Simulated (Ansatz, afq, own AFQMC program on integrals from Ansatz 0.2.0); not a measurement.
# Al$_{2}$H, doublet: AFQMC among the cluster methods

```xyz
3

Al    0.0000    0.0000    0.3526
Al    0.0000    0.0000   -2.3244
H     0.0000    0.0000    1.9718
```

Connectivity, by distances: AlH–Al.

Basis aug-cc-pVDZ. Noble-gas cores (and the filled d shells of Ga–Kr and In–Xe) are frozen. Integrals, coupled cluster, full CI and functionals: Ansatz 0.2.0; the random walks run on the same integrals in our own AFQMC program. ph-AFQMC/CISD is guided by a CISD state made of CCSD amplitudes; releasing the constraint for a short imaginary time cuts its bias at the price of noise, slowly where states lie close. Uncertainties: one standard error, sampling alone.

Determinant: UHF, the one that the program's search chose, which needn't be the lowest solution. The geometry is a PBE0/def2-TZVP stationary point of this or a neighbouring charge and spin state.

No full CI on the walks' own integrals is used here; CCSDT(Q) serves as the reference and is uncertain by about the last step of the cluster series.

Cautions: an unrestricted solution with more broken spin lies lower (36 meV, ⟨S²⟩ 1.10); the released energies are still falling, so no released level is given (meV from the phaseless value at times in 1/Eh: -2 ± 4 at 0.24, -3 ± 4 at 0.51, -7 ± 3 at 0.99, -11 ± 3 at 1.62, -16 ± 3 at 2.40), though the last usable value meets CCSDT(Q) within the noise.

```
T1 diagnostic                               : 0.0285
weight of the determinant in the CISD state : 0.853
⟨S²⟩ of the determinant                     : 0.783
size of the correlated space                : 7 electrons in 53 orbitals
```

Reference: CCSDT(Q), correlation energy -3.755 eV.

| level | E − E(reference) (kJ/mol) | share of correlation (%) |
| --- | --- | --- |
| HF | 362.3 | 0.00 |
| MP2 | 108.6 | 70.04 |
| CCSD | 18.1 | 95.00 |
| CCSD(T) | 5.1 | 98.59 |
| CCSDT | 0.8 | 99.78 |
| ph-AFQMC/HF | 5.0 ± 1.9 | 98.63 |
| ph-AFQMC/CISD | 1.6 ± 0.4 | 99.57 |

A walk keeps the symmetry of its determinant, which the program's search chose and which needn't be the lowest solution, so a lower state of the same spin and another symmetry isn't excluded.
